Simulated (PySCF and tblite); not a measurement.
Values are calculated unless marked as measured or tabulated.
## Rotation: stationary points, barriers and rates

System: C4H5ClS, numbered as in [CH2:1]=[C:2]([Cl:3])[C:4]([CH3:5])=[S:6].

Motion: rotation about the C2–C4 bond (torsion C1–C2–C4–C5 from -180° to 0°, rising). Level: PBE0/pcSseg-1 + D3(BJ) on B3LYP-D3(BJ)/def2-SVP stationary points, with GFN2-xTB thermal terms. Rates follow Eyring's equation with the number of equivalent paths and no tunnelling. Run with tblite and PySCF.

```json
{"point": "start", "symmetry": "Cs", "E(GFN2) kcal/mol": "0.0", "E(DFT) kcal/mol": "0.0", "ZPE change kcal/mol": "0.00", "lowest mode cm⁻¹": "40", "dipole D": "1.09"}
{"point": "saddle", "symmetry": "C1", "E(GFN2) kcal/mol": "5.2", "E(DFT) kcal/mol": "4.4", "ZPE change kcal/mol": "-0.25", "lowest mode cm⁻¹": "50i", "dipole D": "2.75"}
{"point": "end", "symmetry": "Cs", "E(GFN2) kcal/mol": "2.7", "E(DFT) kcal/mol": "0.8", "ZPE change kcal/mol": "0.11", "lowest mode cm⁻¹": "38", "dipole D": "3.58"}
```

| Quantity | Value |
| --- | --- |
| Electronic barrier | 4.4 kcal/mol |
| Barrier with zero-point energy | 4.2 kcal/mol |
| ΔH‡ (298 K) | 3.8 kcal/mol |
| ΔS‡ (298 K, symmetry apart) | -1.7 cal/(mol K) |
| Paths | 2 equivalent paths |
| End point | a different minimum |
| Mean lifetime of the start against this motion at 298 K | 120 ps |
| Cost | 120 s on 1 thread of INTEL XEON PLATINUM 8581C @ 2.10GHz (shared host) (rough), peak memory 0.74 GiB, launched as `OMP_NUM_THREADS=1 python ens_run.py task.json out` |

```
T/K  ΔG‡ kcal/mol     k s⁻¹  ΔG kcal/mol  k back s⁻¹
150           4.2   4.3×10⁶          0.9     8.3×10⁷
200           4.3   1.8×10⁸          0.9     1.7×10⁹
250           4.3   1.8×10⁹          0.9    1.1×10¹⁰
298           4.3     8×10⁹          0.9    3.6×10¹⁰
350           4.4  2.5×10¹⁰          0.9    9.1×10¹⁰
400           4.5  5.9×10¹⁰          0.9    1.8×10¹¹
500           4.7  1.9×10¹¹          0.9    4.7×10¹¹
```

ΔG and ΔG‡ leave out symmetry numbers and mirror images; rates count paths: 2 out, 2 back.
